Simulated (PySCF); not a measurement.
## MgAl⁺: frontier orbitals

LC-ωPBE at R = 3.144 Å; basis Mg 3-21G, Al 3-21G; no relativity; PySCF 2.14. State: ¹Σ⁺ (singlet), closed shell. Only the outer orbitals are listed, counted within each symmetry.

```csv
orbital,occ.,ε (eV),on Mg (%),main shells (%)
6σ,2,-57.09,100,100 Mg p
2π,2,-57.08,100,100 Mg p
2π,2,-57.08,100,100 Mg p
7σ,2,-17.06,6,93 Al s
8σ,2,-12.24,72,"72 Mg s, 18 Al p, 10 Al s"
9σ,0,-5.27,49,"51 Al p, 25 Mg p, 24 Mg s"
3π,0,-5.10,16,"84 Al p, 16 Mg p"
3π,0,-5.10,16,"84 Al p, 16 Mg p"
```

Q: Which are the highest filled and the lowest empty level, where do they sit, and how wide is the gap?

A: Highest filled 8σ at -12.24 eV (in %: 72 Mg s, 18 Al p, 10 Al s); lowest empty 9σ at -5.27 eV (in %: 51 Al p, 25 Mg p, 24 Mg s); the gap at LC-ωPBE is 6.97 eV.

The bond order (Mayer) is 0.55, the ⟨S²⟩ is 0.000 and the charge on Mg (Mulliken, basis-dependent) is 0.44. The charge on Mg (Löwdin, basis-dependent) is 0.40. The dipole moment (positive dipole points towards Al; it is taken about the centre of mass and depends on that origin) is -1.03 D.

Closed-shell solutions of metal pairs were not tested for spin polarisation, which can lower them a little. 3-21G is very small, so such numbers show the basis as much as the molecule.
